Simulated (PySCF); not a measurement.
Pyrimidine, C4H4N2.
Bonds: C1–C2 (aromatic), C2–N3 (aromatic), N3–C4 (aromatic), C4–N5 (aromatic), N5–C6 (aromatic), C1–C6 (aromatic). Hydrogens: H7 on C1; H8 on C2; H9 on C4; H10 on C6.

Computed geometry: GFN2-xTB, gas phase.

What internal coordinates does the optimisation give?

```tsv
bond	length (Å)	order
C1–C2, C1–C6	1.388	aromatic
C2–N3, N5–C6	1.324	aromatic
N3–C4, C4–N5	1.320	aromatic
C1–H7	1.078	single
C2–H8, C6–H10	1.083	single
C4–H9	1.082	single
```

Bonds in one row agree within 0.01 Å and their mean is given. Orders are formal, as drawn. A selection of angles:
```tsv
angle	degrees
C2–C1–C6	116.1
C2–C1–H7	122.0
C1–C2–N3	122.1
C1–C2–H8	121.9
N3–C2–H8	116.0
C2–N3–C4	116.6
N3–C4–N5	126.5
N3–C4–H9	116.7
```

The 6-membered ring C1–C2–N3–C4–N5–C6 has internal angles of 116.1° to 126.5°; it is planar, 0.00 Å rms from its mean plane, widest ring torsion 0°. N3 (pyridine-type nitrogen) is bent (angle 116.6°). All 4 C–N bonds measure 1.320 to 1.324 Å. The 6 heavy atoms lie in one plane (0.001 Å rms).

Point group: C2v (tolerance 0.08 Å). No GFN2-xTB frequencies stand behind this structure, so it isn't proved a minimum.
